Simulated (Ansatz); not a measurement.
# Elastic constant C12 of some hcp solids

Method: LDA (Ansatz, a program for electronic structure, plane waves, PAW). References are measured values at low temperature.

Values in GPa.

```tsv
solid	reference	LDA	error (%)
hcp Ti	87	98.6	+13.3
hcp Zr	67.2	75.5	+12.4
hcp Os	228¶	252	+10.5
hcp Be	27.6¶	25.8	-6.5
hcp Zn	34.8¶	58.4	+68
hcp Mg	25.9¶	26.6	+2.7
hcp Y	29.1¶	24.9	-14.4
```

Over these 7 solids the mean error is +12.3 %, the mean absolute error 18.2 % (median 12.4 %), and the worst case hcp Zn at +68 %; the value is too high in 5 of 7 cases.

All these references are low-temperature values that still hold zero-point motion.

Spin–orbit coupling is left out, also for the solids with elements from indium on (hcp Os); its size isn't shown.

¶ marks references of a special kind: hcp Os, 228 GPa (measured, 0 K, extrapolated to 0 K (read from the set's bulk modulus against, 405 at 300 K); as tabulated in Liu et al. (2023), arXiv:2002.00005); hcp Be, 27.6 ± 0.8 GPa (measured, 0 K, extrapolated to 0 K; as tabulated in Elastic Constants of Single Crystal Beryllium, J. Appl. Phys., doi …); hcp Zn, 34.8 GPa (measured, 0 K, extrapolated to 0 K; zero-point effects included; as tabulated in Galib et al. (2023), arXiv:2209.08184); hcp Mg, 25.9 GPa (measured, 0 K, extrapolated to 0 K; zero-point effects included; as tabulated in Ibrahim et al. (2023), arXiv:2305.03577); hcp Y, 29.1 ± 0.3 GPa (measured, 0 K, extrapolated to 0 K; as tabulated in Elastic Constants of Yttrium Single Crystals in the Temperature Range 4.2-400 K).

Differences are worked out from the printed values.

Each level is taken at its own relaxed cell. Ansatz's density-functional and Hartree–Fock values are scalar-relativistic unless marked +SOC, with PAW data made under PBE.

Ansatz's runs of these crystals have no spin polarisation.

Not in this set, of the hcp solids with a reference value in our tables and a result at some level: 5 for a reference at room or unstated temperature. These can be a level's best or worst cases. Solids without a released value at any level aren't counted. L1₀ solids are left out, as their cells have other axes than the references. Layered and molecular crystals are counted apart. The metals Ce to Yb are counted apart.

References as tabulated in Ferrari et al. (2019), arXiv:1905.01197; Clouet (2012), arXiv:1210.1082; Liu et al. (2023), arXiv:2002.00005; Elastic Constants of Single Crystal Beryllium, J. Appl. Phys., doi … and others.
